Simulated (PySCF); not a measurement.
**Functional benchmark on one molecule**

Molecule: SMILES C1=CC=CP1, C₄H₅P.

Structure with atom numbers: `[cH:1]1[cH:2][cH:3][pH:4][cH:5]1` (H(Xn): hydrogen on atom n).

Geometry PBE0-D3(BJ)/def2-SVP throughout; GIAO in PySCF 2.14, gas phase, one conformer, non-relativistic; equivalent atoms averaged; basis pcSseg-2.

Reference values (measured; solution, THF; Yu. Yu. Rusakov, I. L. Rusakova, Phys. Chem. Chem. Phys. 2023, supporting information (pecS-n basis sets for 31P)): δ(P4) = -49.2 ppm vs 85 % H3PO4. Computed shifts are taken against H3PO4, calculated as an isolated molecule at each level.

Problem. How do the functionals WP04, B97-2, BHandHLYP, CAM-B3LYP, wB97X-D, LC-wPBE perform against the reference? Times are CPU seconds on 1 thread of an Arm Neoverse V2, shared host.

Solution. 
```
functional                    kind     P4  abs. error P  core-s
      WP04           global hybrid  -31.9          17.3      19
     B97-2           global hybrid  -62.3          13.1      19
 BHandHLYP           global hybrid  -58.1           8.9      18
 CAM-B3LYP  range-separated hybrid  -60.1          10.9      26
   wB97X-D  range-separated hybrid  -65.8          16.6      24
   LC-wPBE  range-separated hybrid  -73.9          24.7      34
```

For 31P the closest is BHandHLYP (8.9 ppm) and the furthest LC-wPBE (24.7 ppm). One molecule is a small sample, and vibrational and solvent effects are absent from the calculation.
